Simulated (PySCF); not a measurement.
C3H7FO2.
Bonds: C1–O2, O2–C3, C3–O4, O4–C5, C5–F6. Hydrogens: H7, H8, H9 on C1; H10, H11 on C3; H12, H13 on C5.

Level of theory: core-valence-separated Tamm–Dancoff BHandHLYP/aug-pcX-1 (pcseg-1 on H) in PySCF, non-relativistic, gas phase, PBE0-D3(BJ)/def2-SVP geometry.

Computed carbon K-edge spectrum, Gaussian lines of 0.3 eV full width, highest printed point 100; it ends one width below the last computed root. Absolute energies from this functional tend to lie a few eV below measured edges; no shift was applied.

| photon energy (eV) | absorption |
| --- | --- |
| 286.4 | 1 |
| 286.5 | 6 |
| 286.6 | 18 |
| 286.7 | 30 |
| 286.8 | 26 |
| 286.9 | 13 |
| 287.0 | 6 |
| 287.1 | 9 |
| 287.2 | 15 |
| 287.3 | 24 |
| 287.4 | 38 |
| 287.5 | 47 |
| 287.6 | 48 |
| 287.7 | 45 |
| 287.8 | 31 |
| 287.9 | 13 |
| 288.0 | 5 |
| 288.1 | 11 |
| 288.2 | 30 |
| 288.3 | 54 |
| 288.4 | 73 |
| 288.5 | 75 |
| 288.6 | 55 |
| 288.7 | 39 |
| 288.8 | 51 |
| 288.9 | 79 |
| 289.0 | 99 |
| 289.1 | 100 |
| 289.2 | 74 |
| 289.3 | 41 |

Q: Assign the maxima to core holes.

A: 4 maxima:
- 286.7 eV: C1 (methoxy carbon), 286.73 eV, f = 0.029, 100 % of the height at the exact maximum
- 287.6 eV: C1 (methoxy carbon), 287.47 eV, f = 0.035, 59 % of the height at the exact maximum; C1 (methoxy carbon), 287.71 eV, f = 0.034, 41 % of the height at the exact maximum
- 288.5 eV: C5 (sp3 C–F carbon), 288.51 eV, f = 0.058, 75 % of the height at the exact maximum; C3 (sp3 carbon bearing two oxygens), 288.31 eV, f = 0.035, 24 % of the height at the exact maximum
- 289.1 eV: C3 (sp3 carbon bearing two oxygens), 289.07 eV, f = 0.049, 51 % of the height at the exact maximum; C5 (sp3 C–F carbon), 289.17 eV, f = 0.031, 21 % of the height at the exact maximum; C3 (sp3 carbon bearing two oxygens), 288.91 eV, f = 0.038, 21 % of the height at the exact maximum

Further lines of some strength in the range: C1, 287.21 eV, f = 0.011; C1, 288.83 eV, f = 0.012, sum of 2; C1, 289.17 eV, f = 0.006.

Roots within 0.03 eV on the same or equivalent atoms count as one line; shares under 12 % aren't listed.

Vibrational structure and lifetime widths aren't in the curve. The ionisation threshold wasn't computed; near and above it a finite basis only mimics Rydberg series and continuum.

Rough CPU time on one thread of a shared machine: about 60 s.

The values belong to the conformer `[CH3:1][O:2][CH2:3][O:4][CH2:5][F:6]`: C1–O2–C3–O4 70°, O2–C3–O4–C5 72°, C3–O4–C5–F6 75°.
